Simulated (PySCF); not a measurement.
Adding and removing an electron: PO

UHF-CCSD(T); P def2-TZVPPD, O def2-TZVPPD; no relativity (PySCF 2.14). Neutral (UHF): doublet (π ↑), Re = 1.489 Å, ωe = 1220 cm⁻¹, De = 5.79 eV.

PO⁺ (RHF): singlet (closed shell), Re = 1.437 Å, ωe = 1391 cm⁻¹, De = 7.97 eV to P⁺ + O. The energies at the minima are -416.00640 hartree for PO and -415.70185 for PO⁺.

(1) Work out the adiabatic ionisation energy, without and with harmonic zero-point energies (1 hartree = 27.2114 eV, 1 eV = 8065.5 cm⁻¹), and the change of the bond length.

Correlated steps freeze 6 core orbitals. For an ion De counts to the pair picked by the measured ionisation energies or electron affinities, which need not be the lowest pair at this level. Where the molecule has an RHF reference, its open-shell atoms are computed with UHF. The CCSD T1 diagnostic is raised in PO⁺, a sign that a single reference may not be enough there. States were picked by a PBE0 search and need not be the measured ground states.

Neutral and ion stand on different kinds of reference determinant, which adds to the error of the difference.

Results:

(1) At CCSD(T): 0.30455 hartree = 8.287 eV between the minima; the zero-point term (1391.0 − 1220.0)/2 cm⁻¹ = +0.011 eV makes it 8.298 eV. Re changes by -5.2 pm against the neutral. The electron leaves a π orbital, and the shorter bond of the ion fits an antibonding orbital, or a change in how ionic the bond is.
